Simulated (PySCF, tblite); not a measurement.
# A complex of sulfur difluoride and ammonia

A gas-phase complex of sulfur difluoride and ammonia; neutral, singlet. The structure comes from a short search (6 tight-binding starts) and was relaxed by PBE0-D3(BJ)/def2-TZVPD; another way of binding may lie lower. No frequency run checks that it is a minimum.

```csv
part,name,SMILES,atoms,charge,multiplicity
1,sulfur difluoride,FSF,1–3,0,1
2,ammonia,N,4–7,0,1
```

Coordinates in Å:
```
F1     -0.865   -0.435   -0.061
S2     -0.013    0.904    0.317
F3      1.381    0.266   -0.181
N4      1.466    2.736    0.783
H5      2.038    2.907   -0.035
H6      2.073    2.490    1.555
H7      0.972    3.588    1.017
```

Contacts between parts, classed by geometry: F1–S2···N4 2.400 Å (chalcogen bond, 173°).

Interaction energies are complex less parts, with the parts frozen as they stand in it; counterpoise-corrected, in kcal/mol (PySCF). The CCSD(T) estimate is Hartree-Fock/aug-cc-pVQZ, plus the MP2 correlation part extrapolated as X⁻³ from aug-cc-pVTZ and aug-cc-pVQZ, plus CCSD(T) less MP2 in aug-cc-pVDZ; noble-gas cores are frozen. It isn't the exact limit.

```
                   level  interaction  superposition error removed
Hartree-Fock/aug-cc-pVQZ        -2.61                            -
 wB97M-D3(BJ)/def2-TZVPD        -7.89                        -0.33
  PBE0-D3(BJ)/def2-TZVPD       -10.18                        -0.31
         MP2/aug-cc-pVQZ        -8.15                        -0.53
```

Task: What does CCSD(T) at its estimated basis limit give, and which of these levels comes nearest?

Result: -7.49 kcal/mol. wB97M-D3(BJ)/def2-TZVPD is nearest, off by -0.40; the errors are Hartree-Fock/aug-cc-pVQZ +4.88, wB97M-D3(BJ)/def2-TZVPD -0.40, PBE0-D3(BJ)/def2-TZVPD -2.69, MP2/aug-cc-pVQZ -0.66.

Task: What holds them together? Decompose the wB97M-D3(BJ)/def2-TZVPD energy: frozen parts, their antisymmetrised product, then relaxation.

Result: electrostatic -31.2, Pauli repulsion +43.4, orbital relaxation -18.9, dispersion correction -1.6 kcal/mol, which sum to the value before the counterpoise correction; the Pauli term holds the exchange-correlation of the frozen density too. Of the attraction, 60 % is electrostatic, 37 % is orbital relaxation, 3 % is dispersion correction.

The parts were also relaxed and run alone, at the levels used for the complex: shieldings by PBE0/pcSseg-2; core levels by delta-SCF with SCAN, pcX-2 on the ionised atom and pcseg-1 elsewhere, spin-free X2C (2p3/2 is the spin-free 2p value less a third of a first-order spin-orbit splitting).

Task: What does binding change?

Result: 
```tsv
property	alone	in the complex	change
F1–S2 bond (Å)	1.590	1.632	+0.042
shielding of S2 (ppm)	-887.2	-618.3	+268.9
shielding of N4 (ppm)	263.7	228.8	-34.9
shielding of F1 (ppm)	355.8	264.4	-91.4
F1 1s core level (eV)	693.98	691.61	-2.37
S2 2p3/2 core level (eV)	174.03	172.16	-1.88
N4 1s core level (eV)	405.54	406.50	+0.96
```
